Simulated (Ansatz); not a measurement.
Ansatz (a first-principles code) input (B3LYP/6-31G*):

Ansatz 0.2 input:
```yaml
crystal:
  periodic: [false, false, false]
  atoms:
    - {symbol: C, position_ang: [0.00180385, 0.10944743, 0.56684311]}
    - {symbol: C, position_ang: [0.00760380, 1.30390752, -0.32851264]}
    - {symbol: C, position_ang: [-0.00835354, -1.23444086, -0.20125148]}
    - {symbol: H, position_ang: [-0.87799706, 0.13870195, 1.22472281]}
    - {symbol: H, position_ang: [0.88304053, 0.12830086, 1.22262340]}
    - {symbol: H, position_ang: [-0.01427514, -2.08143600, 0.49569334]}
    - {symbol: H, position_ang: [0.93801880, 1.69855746, -0.72654844]}
    - {symbol: H, position_ang: [-0.91630013, 1.68311423, -0.75597853]}
    - {symbol: H, position_ang: [-0.89442534, -1.31389275, -0.84094243]}
    - {symbol: H, position_ang: [0.87561373, -1.32683026, -0.84204420]}
basis:
  gaussian:
    orbitals: 6-31G*
hamiltonian:
  xc: {name: B3LYP}
magnetization: {spin_polarized: true, initial_magnetization: 1}
phonons: {temperatures: {t_min: 298.15, t_max: 298.15, t_step: 100}}
```

Output:

```
WARN ansatz: RAYON_NUM_THREADS=1 ignored (pool sized by the plan → 1); use --threads N
Functional definition: B3LYP
integrals: 0.02 GiB planned
732 factors; integrals over basis functions are off by at most 3.8e-4 eV
mean field: 0.22 GiB planned
mean field evaluation 1: about -3218.4508 eV, gradient 3.3e1 eV
mean field evaluation 2: about -3216.9648 eV, gradient 3.7e1 eV
mean field evaluation 4: about -3223.7509 eV, gradient 1.0e0 eV
mean field evaluation 8: about -3223.7631 eV, gradient 2.5e-2 eV
mean field -3223.76307858 eV, -118.4711079929 hartree, gradient 8.2e-5 eV, S^2 0.753855; 0 other end points of the search recorded, 0 dependent functions left out
the calculation of the forces begins
reference -3223.76324696 eV, -118.4711141805 hartree; 13, 12 occupied and 46, 47 virtual orbitals, 732 factors
these checks for a lower state are left out or cut short: stability, starts, cluster_reference, orbital_swaps, neighbouring_geometries, increment
integrals: 0.02 GiB planned
732 factors; integrals over basis functions are off by at most 3.8e-4 eV
mean field: 0.22 GiB planned
mean field evaluation 16: about -3223.7559 eV, gradient 9.5e-2 eV
mean field -3223.76289795 eV, -118.4711013547 hartree, gradient 1.1e-6 eV, S^2 0.753855; 0 other end points of the search recorded, 0 dependent functions left out
the calculation of the forces begins
reference -3223.76306633 eV, -118.4711075426 hartree; 13, 12 occupied and 46, 47 virtual orbitals, 732 factors
these checks for a lower state are left out or cut short: stability, starts, cluster_reference, orbital_swaps, neighbouring_geometries, increment
integrals: 0.02 GiB planned
732 factors; integrals over basis functions are off by at most 3.8e-4 eV
mean field: 0.22 GiB planned
mean field -3223.76289950 eV, -118.4711014117 hartree, gradient 1.1e-6 eV, S^2 0.753855; 0 other end points of the search recorded, 0 dependent functions left out
the calculation of the forces begins
reference -3223.76306787 eV, -118.4711075991 hartree; 13, 12 occupied and 46, 47 virtual orbitals, 732 factors
these checks for a lower state are left out or cut short: stability, starts, cluster_reference, orbital_swaps, neighbouring_geometries, increment
integrals: 0.02 GiB planned
732 factors; integrals over basis functions are off by at most 3.8e-4 eV
mean field: 0.22 GiB planned
mean field evaluation 32: about -3223.7629 eV, gradient 1.9e-6 eV
mean field -3223.76294645 eV, -118.4711031372 hartree, gradient 1.9e-6 eV, S^2 0.753855; 0 other end points of the search recorded, 0 dependent functions left out
the calculation of the forces begins
reference -3223.76311483 eV, -118.4711093250 hartree; 13, 12 occupied and 46, 47 virtual orbitals, 732 factors
these checks for a lower state are left out or cut short: stability, starts, cluster_reference, orbital_swaps, neighbouring_geometries, increment
integrals: 0.02 GiB planned
732 factors; integrals over basis functions are off by at most 3.8e-4 eV
mean field: 0.22 GiB planned
mean field -3223.76296066 eV, -118.4711036592 hartree, gradient 2.2e-6 eV, S^2 0.753854; 0 other end points of the search recorded, 0 dependent functions left out
the calculation of the forces begins
reference -3223.76312903 eV, -118.4711098467 hartree; 13, 12 occupied and 46, 47 virtual orbitals, 732 factors
these checks for a lower state are left out or cut short: stability, starts, cluster_reference, orbital_swaps, neighbouring_geometries, increment
integrals: 0.02 GiB planned
732 factors; integrals over basis functions are off by at most 3.8e-4 eV
mean field: 0.22 GiB planned
mean field -3223.76292870 eV, -118.4711024849 hartree, gradient 1.2e-6 eV, S^2 0.753862; 0 other end points of the search recorded, 0 dependent functions left out
the calculation of the forces begins
reference -3223.76309702 eV, -118.4711086702 hartree; 13, 12 occupied and 46, 47 virtual orbitals, 732 factors
these checks for a lower state are left out or cut short: stability, starts, cluster_reference, orbital_swaps, neighbouring_geometries, increment
integrals: 0.02 GiB planned
732 factors; integrals over basis functions are off by at most 3.8e-4 eV
mean field: 0.22 GiB planned
mean field -3223.76291787 eV, -118.4711020867 hartree, gradient 9.2e-7 eV, S^2 0.753848; 0 other end points of the search recorded, 0 dependent functions left out
the calculation of the forces begins
reference -3223.76308631 eV, -118.4711082766 hartree; 13, 12 occupied and 46, 47 virtual orbitals, 732 factors
these checks for a lower state are left out or cut short: stability, starts, cluster_reference, orbital_swaps, neighbouring_geometries, increment
integrals: 0.02 GiB planned
732 factors; integrals over basis functions are off by at most 3.8e-4 eV
mean field: 0.22 GiB planned
[...]
reference -3223.76322299 eV, -118.4711132997 hartree; 13, 12 occupied and 46, 47 virtual orbitals, 732 factors
these checks for a lower state are left out or cut short: stability, starts, cluster_reference, orbital_swaps, neighbouring_geometries, increment
integrals: 0.02 GiB planned
732 factors; integrals over basis functions are off by at most 3.8e-4 eV
mean field: 0.22 GiB planned
mean field -3223.76300580 eV, -118.4711053182 hartree, gradient 2.0e-6 eV, S^2 0.753855; 0 other end points of the search recorded, 0 dependent functions left out
the calculation of the forces begins
reference -3223.76317415 eV, -118.4711115048 hartree; 13, 12 occupied and 46, 47 virtual orbitals, 732 factors
these checks for a lower state are left out or cut short: stability, starts, cluster_reference, orbital_swaps, neighbouring_geometries, increment
integrals: 0.02 GiB planned
732 factors; integrals over basis functions are off by at most 3.8e-4 eV
mean field: 0.22 GiB planned
mean field -3223.76300507 eV, -118.4711052913 hartree, gradient 1.8e-6 eV, S^2 0.753855; 0 other end points of the search recorded, 0 dependent functions left out
the calculation of the forces begins
reference -3223.76317347 eV, -118.4711114800 hartree; 13, 12 occupied and 46, 47 virtual orbitals, 732 factors
these checks for a lower state are left out or cut short: stability, starts, cluster_reference, orbital_swaps, neighbouring_geometries, increment
integrals: 0.02 GiB planned
732 factors; integrals over basis functions are off by at most 3.8e-4 eV
mean field: 0.22 GiB planned
mean field -3223.76306209 eV, -118.4711073868 hartree, gradient 9.6e-6 eV, S^2 0.753855; 0 other end points of the search recorded, 0 dependent functions left out
the calculation of the forces begins
reference -3223.76323047 eV, -118.4711135746 hartree; 13, 12 occupied and 46, 47 virtual orbitals, 732 factors
these checks for a lower state are left out or cut short: stability, starts, cluster_reference, orbital_swaps, neighbouring_geometries, increment
integrals: 0.02 GiB planned
732 factors; integrals over basis functions are off by at most 3.8e-4 eV
mean field: 0.22 GiB planned
mean field evaluation 320: about -3223.7631 eV, gradient 5.8e-7 eV
mean field -3223.76306289 eV, -118.4711074160 hartree, gradient 5.8e-7 eV, S^2 0.753855; 0 other end points of the search recorded, 0 dependent functions left out
the calculation of the forces begins
reference -3223.76323126 eV, -118.4711136035 hartree; 13, 12 occupied and 46, 47 virtual orbitals, 732 factors
these checks for a lower state are left out or cut short: stability, starts, cluster_reference, orbital_swaps, neighbouring_geometries, increment
integrals: 0.02 GiB planned
732 factors; integrals over basis functions are off by at most 3.8e-4 eV
mean field: 0.22 GiB planned
mean field -3223.76303433 eV, -118.4711063664 hartree, gradient 1.2e-6 eV, S^2 0.753855; 0 other end points of the search recorded, 0 dependent functions left out
the calculation of the forces begins
reference -3223.76320268 eV, -118.4711125533 hartree; 13, 12 occupied and 46, 47 virtual orbitals, 732 factors
these checks for a lower state are left out or cut short: stability, starts, cluster_reference, orbital_swaps, neighbouring_geometries, increment
integrals: 0.02 GiB planned
732 factors; integrals over basis functions are off by at most 3.8e-4 eV
mean field: 0.22 GiB planned
mean field -3223.76303360 eV, -118.4711063397 hartree, gradient 1.1e-6 eV, S^2 0.753855; 0 other end points of the search recorded, 0 dependent functions left out
the calculation of the forces begins
reference -3223.76320199 eV, -118.4711125281 hartree; 13, 12 occupied and 46, 47 virtual orbitals, 732 factors
these checks for a lower state are left out or cut short: stability, starts, cluster_reference, orbital_swaps, neighbouring_geometries, increment
integrals: 0.02 GiB planned
732 factors; integrals over basis functions are off by at most 3.8e-4 eV
mean field: 0.22 GiB planned
mean field -3223.76300541 eV, -118.4711053036 hartree, gradient 1.8e-6 eV, S^2 0.753855; 0 other end points of the search recorded, 0 dependent functions left out
the calculation of the forces begins
reference -3223.76317381 eV, -118.4711114923 hartree; 13, 12 occupied and 46, 47 virtual orbitals, 732 factors
these checks for a lower state are left out or cut short: stability, starts, cluster_reference, orbital_swaps, neighbouring_geometries, increment
integrals: 0.02 GiB planned
732 factors; integrals over basis functions are off by at most 3.8e-4 eV
mean field: 0.22 GiB planned
mean field -3223.76300590 eV, -118.4711053218 hartree, gradient 1.9e-6 eV, S^2 0.753855; 0 other end points of the search recorded, 0 dependent functions left out
the calculation of the forces begins
reference -3223.76317425 eV, -118.4711115084 hartree; 13, 12 occupied and 46, 47 virtual orbitals, 732 factors
these checks for a lower state are left out or cut short: stability, starts, cluster_reference, orbital_swaps, neighbouring_geometries, increment
integrals: 0.02 GiB planned
732 factors; integrals over basis functions are off by at most 3.8e-4 eV
mean field: 0.22 GiB planned
mean field -3223.76306200 eV, -118.4711073834 hartree, gradient 9.6e-6 eV, S^2 0.753855; 0 other end points of the search recorded, 0 dependent functions left out
the calculation of the forces begins
reference -3223.76323038 eV, -118.4711135711 hartree; 13, 12 occupied and 46, 47 virtual orbitals, 732 factors
these checks for a lower state are left out or cut short: stability, starts, cluster_reference, orbital_swaps, neighbouring_geometries, increment
integrals: 0.02 GiB planned
732 factors; integrals over basis functions are off by at most 3.8e-4 eV
mean field: 0.22 GiB planned
mean field evaluation 352: about -3223.7631 eV, gradient 6.1e-6 eV
mean field -3223.76306271 eV, -118.4711074096 hartree, gradient 5.8e-7 eV, S^2 0.753855; 0 other end points of the search recorded, 0 dependent functions left out
the calculation of the forces begins
reference -3223.76323108 eV, -118.4711135971 hartree; 13, 12 occupied and 46, 47 virtual orbitals, 732 factors
these checks for a lower state are left out or cut short: stability, starts, cluster_reference, orbital_swaps, neighbouring_geometries, increment
integrals: 0.02 GiB planned
732 factors; integrals over basis functions are off by at most 3.8e-4 eV
mean field: 0.22 GiB planned
mean field -3223.76303418 eV, -118.4711063610 hartree, gradient 1.1e-6 eV, S^2 0.753855; 0 other end points of the search recorded, 0 dependent functions left out
the calculation of the forces begins
reference -3223.76320254 eV, -118.4711125481 hartree; 13, 12 occupied and 46, 47 virtual orbitals, 732 factors
these checks for a lower state are left out or cut short: stability, starts, cluster_reference, orbital_swaps, neighbouring_geometries, increment
integrals: 0.02 GiB planned
732 factors; integrals over basis functions are off by at most 3.8e-4 eV
mean field: 0.22 GiB planned
mean field -3223.76303352 eV, -118.4711063367 hartree, gradient 1.0e-6 eV, S^2 0.753855; 0 other end points of the search recorded, 0 dependent functions left out
the calculation of the forces begins
reference -3223.76320191 eV, -118.4711125249 hartree; 13, 12 occupied and 46, 47 virtual orbitals, 732 factors
Total energy: -3223.76324696 eV, -118.4711141805 hartree
Atom 0 at     0.001804     0.109447     0.566843 Å, force    -0.000309    -0.002891     0.002183 eV/Å
Atom 1 at     0.007604     1.303908    -0.328513 Å, force    -0.000342     0.001148    -0.001497 eV/Å
Atom 2 at    -0.008354    -1.234441    -0.201251 Å, force     0.000265     0.000678    -0.000657 eV/Å
Atom 3 at    -0.877997     0.138702     1.224723 Å, force     0.000323     0.000708    -0.000769 eV/Å
Atom 4 at     0.883041     0.128301     1.222623 Å, force    -0.000235     0.000814    -0.000234 eV/Å
Atom 5 at    -0.014275    -2.081436     0.495693 Å, force     0.000060     0.000648    -0.000319 eV/Å
Atom 6 at     0.938019     1.698557    -0.726548 Å, force     0.000139    -0.000804     0.000154 eV/Å
Atom 7 at    -0.916300     1.683114    -0.755979 Å, force     0.000050     0.000006     0.000828 eV/Å
Atom 8 at    -0.894425    -1.313893    -0.840942 Å, force     0.000238    -0.000162     0.000163 eV/Å
Atom 9 at     0.875614    -1.326830    -0.842044 Å, force    -0.000190    -0.000146     0.000149 eV/Å
Dipole moment:     0.000413    -0.048245     0.000357 e Å
Vibrations: 83.29 255.94 335.07 523.59 752.37 900.62 901.58 1034.80 1104.76 1209.22 1324.68 1345.35 1425.75 1491.83 1514.27 1525.44 1536.66 3024.61 3043.19 3060.32 3111.08 3120.60 3159.16 3255.49 cm⁻¹, zero-point energy 2.420151 eV
```

The blocks after the first are displaced geometries, from whose forces the wavenumbers follow.
